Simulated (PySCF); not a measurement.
We consider diamond, described by Hartree–Fock in PySCF (GTH pseudopotentials, Gaussian basis).

Cell (relaxed at this level):

```yaml
crystal:
  lattice:
    - [0.00000, 1.77874, 1.77874]
    - [1.77874, 0.00000, 1.77874]
    - [1.77874, 1.77874, 0.00000]
  atoms:
    - { symbol: C, position: [0.00000, 0.00000, 0.00000] }
    - { symbol: C, position: [0.25000, 0.25000, 0.25000] }
```

Problem. Give the computed bulk modulus B0, cohesive energy and pressure derivative B′ of the bulk modulus.

Solution. 
- bulk modulus B0: 493 GPa ± 10
- cohesive energy: 5.20 eV/atom ± 0.1
- pressure derivative B′ of the bulk modulus: 3.5

Measured, for comparison: bulk modulus 455 GPa (0 K value with the zero-point phonon effect removed; as tabulated in Mejia-Rodriguez and Trickey (2018), arXiv:1807.09216); cohesive energy 7.55 eV/atom (static lattice: zero-point vibration energy added; as tabulated in Mejia-Rodriguez and Trickey (2018), arXiv:1807.09216). Computed (rounded) less measured: bulk modulus +8 %, cohesive energy -2.35 eV/atom.

A ± is a rough bar: the spread of an extrapolation, a floor set from checks against published values, or a statistical error.

Computed values are for the static lattice.
